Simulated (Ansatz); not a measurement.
# CH2BN: the cost of one run

All numbers are computed with Ansatz 0.2.0, driven from Python. Level of theory: PBE0/cc-pVDZ.

## 1. The structure

Bond lengths: B1–C2 1.414 Å, B1–N3 1.350 Å, C2–N3 1.363 Å, B1–H4 1.177 Å, C2–H5 1.082 Å. Angles: B1–C2–N3 58.1°, B1–C2–H5 151.1°, N3–C2–H5 150.7°, C2–B1–N3 59.1°, C2–B1–H4 147.2°, N3–B1–H4 153.7°, B1–N3–C2 62.8°.

The script holds or builds the structure itself.

## 2. Script

Contents of ch2bn.py:

```python
"""Proton affinity of CH2BN at one site."""

import logging
import sys

import ansatz as az
import numpy as np

logging.basicConfig(stream=sys.stdout, format="[%(levelname)s] %(message)s")
logger = logging.getLogger("calc")
logger.setLevel(logging.INFO)

BASIS_SET = "cc-pVDZ"
XC = "pbe0"
CHARGE = 1
FMAX = 0.01

geometry_ang = [
    ("B", (-0.6111, -0.2304, -0.2367)),
    ("C", (0.6461, 0.2084, 0.2393)),
    ("N", (0.3011, -1.1104, 0.227)),
    ("H", (-1.6502, 0.0644, -0.7037)),
    ("H", (1.364, 0.9943, 0.4327)),
]
molecule = az.Crystal.molecule()
for symbol, xyz in geometry_ang:
    molecule = molecule.atom(symbol, xyz)

setup = molecule.calculation().basis(gaussian=BASIS_SET).functional(XC)
symbols = [site.symbol for site in molecule.cartesian_sites]
start = np.array([site.position_ang for site in molecule.cartesian_sites], dtype=float)
r = setup.relax(force_tolerance=0.01).run().report
end = np.array(r["positions_ang"])

# put the proton on the side away from the neighbours, slightly off axis
away = sum((end[2] - end[j]) / np.linalg.norm(end[2] - end[j]) for j in [0, 1]) + np.array([0.15, 0.1, -0.2])
proton = end[2] + 1.0 * away / np.linalg.norm(away)
acid = az.Crystal.molecule()
for symbol, place in zip(symbols, end):
    acid = acid.atom(symbol, place.tolist())
acid = acid.atom("H", proton.tolist())
protonated = acid.calculation()
protonated = protonated.basis(gaussian=BASIS_SET)
protonated = protonated.functional(XC).charge(CHARGE)
protonated = protonated.relax(force_tolerance=FMAX, max_steps=80)
after = protonated.run().report
xyz = np.array(after["positions_ang"])
reach = np.linalg.norm(xyz[:-1] - xyz[-1], axis=1)
logger.info(f"base {r['free_energy_ev']:.5f} eV, protonated {after['free_energy_ev']:.5f} eV")
logger.info(f"the proton ends {reach.min():.3f} A from {symbols[reach.argmin()]}{reach.argmin()}")
logger.info(f"electronic proton affinity {(r['free_energy_ev'] - after['free_energy_ev']):.3f} eV")
```

## 3. Launch

Command:

```
$ python ch2bn.py
```

Q: Estimate wall time and peak memory on 1 thread of Arm Neoverse V1, shared host.

About 20 s, with a peak of 0.2 GiB.
